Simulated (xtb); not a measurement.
Input file for xtb: GFN1-xTB on H2O (SMILES O).

```
$ xtb mol.xyz --gfn 1 --sp --chrg 0 --uhf 0
3

O     -1.52438989    -0.04361803     0.00486898
H     -1.84438689     0.85921797    -0.01656202
H     -0.56467289     0.05456297     0.00014598
```

Program output:

```
[...]
           -------------------------------------------------
          |                Calculation Setup                |
           -------------------------------------------------



           -------------------------------------------------
          |                 G F N 1 - x T B                 |
           -------------------------------------------------

        Reference                      10.1021/acs.jctc.7b00118
      * Hamiltonian:
        H0-scaling (s, p, d)           1.850000    2.250000    2.000000
        zeta-weighting                 0.000000
      * Dispersion:
        s8                             2.400000
        a1                             0.630000
        a2                             5.000000
        s9                             0.000000
      * Repulsion:
        kExp                           1.500000
        rExp                           1.000000
      * Coulomb:
        alpha                          2.000000
        third order                    atomic
        anisotropic                    false
      * Halogen bond correction:
        rad-scale                      1.300000
        damping                        0.440000


          ...................................................
          :                      SETUP                      :
          :.................................................:
          :  # basis functions                   8          :
          :  # atomic orbitals                   8          :
          :  # shells                            6          :
          :  # electrons                         8          :
          :  # halogen bonds                     0          :
          :  max. iterations                   250          :
          :  Hamiltonian                  GFN1-xTB          :
          :  restarted?                      false          :
          :  GBSA solvation                  false          :
          :  PC potential                    false          :
          :  electronic temp.          300.0000000     K    :
          :  accuracy                    1.0000000          :
          :  -> integral cutoff          0.2500000E+02      :
          :  -> integral neglect         0.1000000E-07      :
          :  -> SCF convergence          0.1000000E-05 Eh   :
          :  -> wf. convergence          0.2000000E-04 e    :
          :  Broyden damping             0.4000000          :
          :  net charge                          0          :
          :  unpaired electrons                  0          :
          ...................................................

 iter      E             dE          RMSdq      gap      omega  full diag
   1     -5.8040449 -0.580404E+01  0.463E+00    9.82       0.0  T
   2     -5.8050192 -0.974379E-03  0.267E+00    9.47       1.0  T
   3     -5.8050978 -0.785282E-04  0.216E-01    9.20       1.0  T
   4     -5.8051359 -0.381659E-04  0.243E-03    9.30      23.7  T
   5     -5.8051359 -0.585009E-08  0.151E-05    9.30    3836.1  T
   6     -5.8051359 -0.808242E-13  0.638E-06    9.30    9051.0  T

   *** convergence criteria satisfied after 6 iterations ***

         #    Occupation            Energy/Eh            Energy/eV
      -------------------------------------------------------------
         1        2.0000           -0.7585255             -20.6405
         2        2.0000           -0.6103257             -16.6078
         3        2.0000           -0.5497750             -14.9601
         4        2.0000           -0.5004872             -13.6189 (HOMO)
         5                         -0.1588033              -4.3213 (LUMO)
         6                         -0.0505858              -1.3765
         7                          0.3251991               8.8491
         8                          0.4618857              12.5685
      -------------------------------------------------------------
                  HL-Gap            0.3416839 Eh            9.2977 eV
             Fermi-level           -0.3296452 Eh           -8.9701 eV

 SCC (total)                   0 d,  0 h,  0 min,  0.002 sec
 SCC setup                      ...        0 min,  0.000 sec ( 18.611%)
 Dispersion                     ...        0 min,  0.000 sec (  3.069%)
 classical contributions        ...        0 min,  0.000 sec (  1.316%)
 integral evaluation            ...        0 min,  0.000 sec ( 10.002%)
 iterations                     ...        0 min,  0.001 sec ( 47.824%)
 molecular gradient             ...        0 min,  0.000 sec ( 11.064%)
 printout                       ...        0 min,  0.000 sec (  7.479%)

         :::::::::::::::::::::::::::::::::::::::::::::::::::::
         ::                     SUMMARY                     ::
         :::::::::::::::::::::::::::::::::::::::::::::::::::::
         :: total energy              -5.768525391171 Eh    ::
         :: gradient norm              0.012318782563 Eh/a0 ::
         :: HOMO-LUMO gap              9.297692222046 eV    ::
         ::.................................................::
         :: SCC energy                -5.805135936047 Eh    ::
         :: -> electrostatic           0.050140801327 Eh    ::
         :: repulsion energy           0.036748132091 Eh    ::
         :: dispersion energy         -0.000137587215 Eh    ::
         :: halogen bond corr.         0.000000000000 Eh    ::
         :: add. restraining           0.000000000000 Eh    ::
         :: total charge              -0.000000000000 e     ::
         :::::::::::::::::::::::::::::::::::::::::::::::::::::

           -------------------------------------------------
          |                Property Printout                |
           -------------------------------------------------

    * Orbital Energies and Occupations

         #    Occupation            Energy/Eh            Energy/eV
      -------------------------------------------------------------
         1        2.0000           -0.7585255             -20.6405
         2        2.0000           -0.6103257             -16.6078
         3        2.0000           -0.5497750             -14.9601
         4        2.0000           -0.5004872             -13.6189 (HOMO)
         5                         -0.1588033              -4.3213 (LUMO)
         6                         -0.0505858              -1.3765
         7                          0.3251991               8.8491
         8                          0.4618857              12.5685
      -------------------------------------------------------------
                  HL-Gap            0.3416839 Eh            9.2977 eV
             Fermi-level           -0.3296452 Eh           -8.9701 eV

  Mulliken/CM5 charges         n(s)   n(p)   n(d)
     1O    -0.66728 -1.00032   1.695  4.972  0.000
     2H     0.33403  0.50191   0.666  0.000  0.000
     3H     0.33325  0.49840   0.667  0.000  0.000

Wiberg/Mayer (AO) data.
largest (>0.10) Wiberg bond orders for each atom

 ---------------------------------------------------------------------------
     #   Z sym  total        # sym  WBO       # sym  WBO       # sym  WBO
 ---------------------------------------------------------------------------
     1   8 O    1.790 --     3 H    0.895     2 H    0.895
     2   1 H    0.895 --     1 O    0.895
     3   1 H    0.896 --     1 O    0.895
 ---------------------------------------------------------------------------

Topologies differ in total number of bonds
Writing topology from bond orders to xtbtopo.mol

 dipole moment from electron density (au)
     X       Y       Z
   0.6043   0.9518  -0.0249  total (Debye):    2.866


           -------------------------------------------------
          | TOTAL ENERGY               -5.768525391171 Eh   |
          | GRADIENT NORM               0.012318782563 Eh/α |
Note: The following floating-point exceptions are signalling: IEEE_DENORMAL
normal termination of xtb
          | HOMO-LUMO GAP               9.297692222046 eV   |
           -------------------------------------------------

------------------------------------------------------------------------
------------------------------------------------------------------------
 total:
 SCF:
```

The run finished.

Cost: about 0.03 core-seconds (a rough figure).
